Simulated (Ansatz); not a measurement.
# BH₃ (triplet): from Hartree-Fock to the top rungs at distance B1–H4 = 1.281 Å, cc-pVDZ

Aim: climb from Hartree-Fock through coupled cluster and multireference methods for BH₃ (triplet) at one geometry and basis, and see what each rung misses.

Program: Ansatz 0.2.0, Gaussian basis. Level of theory: cc-pVDZ, core rule «outside noble gas», up to 1 orbitals frozen. These are calculated values, not measurements.

To be run: UHF; CCSD(T) on ROHF; CCSD(T) on UHF; BCCD(T) on ROHF; CISD; CCSDT(Q) on ROHF; CCSDT(Q) on UHF; CASSCF and MRCISD+Q, 4 electrons in 4 orbitals; CASSCF and NEVPT2, 4 electrons in 4 orbitals; CASSCF and MRCISD+Q, 6 electrons in 7 orbitals; CASSCF and NEVPT2, 6 electrons in 7 orbitals; Full CI.

18 further runs of the same task are left out: 14 that didn't finish, 4 set aside as unsound or not needed.

## 1. What is computed

The geometry derives from a PBE0/def2-TZVP stationary point (not a proven minimum). One bond is set to the value named and the two fragments are kept rigid.

4 atoms, charge 0, spin multiplicity 3.

Atoms are counted from 1 here; the program's logs count them from 0.

Bond lengths: B1–H2 1.281 Å, B1–H3 1.186 Å, B1–H4 1.281 Å. Angles: H2–B1–H3 117.7°, H2–B1–H4 49.8°, H3–B1–H4 117.7°.

## 2. UHF

Input file in.yaml:

```yaml
crystal:
  periodic: [false, false, false]
  atoms:
    - {symbol: B, position_ang: [-0.114887, 0.000009, 0.089052]}
    - {symbol: H, position_ang: [0.311423, 0.539087, -0.991887]}
    - {symbol: H, position_ang: [0.609492, -0.000048, 1.028622]}
    - {symbol: H, position_ang: [0.311340, -0.539134, -0.991888]}
basis:
  gaussian: {orbitals: cc-pVDZ}
magnetization: {spin_polarized: true, initial_magnetization: 2}
hamiltonian: {xc: hf}
output: {orbitals: {seedname: orbitals}}
```

Started as:

```bash
$ ansatz run in.yaml --threads 1 --pin off --events-out ev --progress --plain --max-ram 2393MiB
```

Further steps of the session: CCSD(T) on ROHF; CCSD(T) on UHF; BCCD(T) on ROHF; CISD; CCSDT(Q) on ROHF; CCSDT(Q) on UHF; CASSCF and MRCISD+Q, 4 electrons in 4 orbitals; CASSCF and NEVPT2, 4 electrons in 4 orbitals; CASSCF and MRCISD+Q, 6 electrons in 7 orbitals; CASSCF and NEVPT2, 6 electrons in 7 orbitals; Full CI.

Q: Predict the results of all the runs planned. Wanted: FCI below the RHF energy; RMP2 from FCI; UMP2 from FCI; RCCSD from FCI; RCCSD(T) from FCI; UCCSD(T) from FCI; RCCSDT(Q) from FCI; UCCSDT(Q) from FCI; NEVPT2 pair from FCI.

As calculated:

| quantity | value |
| --- | --- |
| FCI below the RHF energy | -3.0375 eV |
| RMP2 from FCI | +656.0 meV |
| UMP2 from FCI | +659.1 meV |
| RCCSD from FCI | +70.3 meV |
| RCCSD(T) from FCI | +15.1 meV |
| UCCSD(T) from FCI | +14.8 meV |
| RCCSDT(Q) from FCI | +0.2 meV |
| UCCSDT(Q) from FCI | -0.1 meV |
| NEVPT2 pair from FCI | +684.4 meV |
| MRCISD+Q pair from FCI | -6.8 meV |
| NEVPT2 valence from FCI | +498.8 meV |
| levels within 1 kcal/mol (43 meV) | RCCSD(T), UCCSD(T), BCCD(T), RCCSDT, UCCSDT, RCCSDT(Q), UCCSDT(Q), MRCISD+Q pair, MRCISD+Q valence |
| T1 diagnostic | 0.015 |
| effectively unpaired electrons | 2.02 |

What this shows: RCCSD(T) lands +15.1 meV from the yardstick (0.5 % of the correlation energy). MRCISD+Q pair falls below full CI: the +Q correction isn't variational, and the cores differ from full CI's. One determinant dominates. Of the multireference levels listed MRCISD+Q valence comes nearest in total energy (+1.5 meV), which doesn't show that its space is the better one. These misses are within one basis, not against nature; the frozen cores of restricted and unrestricted runs differ, which can shift their rows.
